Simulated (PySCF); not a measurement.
How methods differ on the electron affinity of B

B⁻ [He] 2s2 2p2 (3P) → B [He] 2s2 2p1 (2P), as a difference of total energies. All numbers are calculated (PySCF 2.14, no relativity, point nucleus, in def2-TZVPPD (6s3p3d1f, 37 functions)). Correlated levels: valence: 1s2 frozen; valence and next inner shell: nothing frozen. The calculations carry no spin-orbit coupling.

```csv
method,electron affinity (eV)
UHF,-0.452
LDA,0.414
PBE,0.274
PBE0,0.220
r2SCAN,0.332
M06,-0.054
r2SCAN0,0.265
LC-wPBE,0.272
TPSS,0.181
MP2 (valence),0.000
SCS-MP2 (valence),-0.122
MP2 (valence and next inner shell),0.004
SCS-MP2 (valence and next inner shell),-0.120
```

Errors of the correlated levels include the incompleteness of this basis and the frozen core.

A negative affinity means that the anion lies above the atom at that level of theory.

In the anion the highest occupied orbital energy is positive at LDA, PBE, PBE0, r2SCAN, M06, r2SCAN0, TPSS, a self-interaction effect; the basis confines that electron, and the energy difference can still be sensible.

For comparison: 0.280 eV (measured; photodetachment measurements, as compiled on the Wikipedia data page of electron affinities).
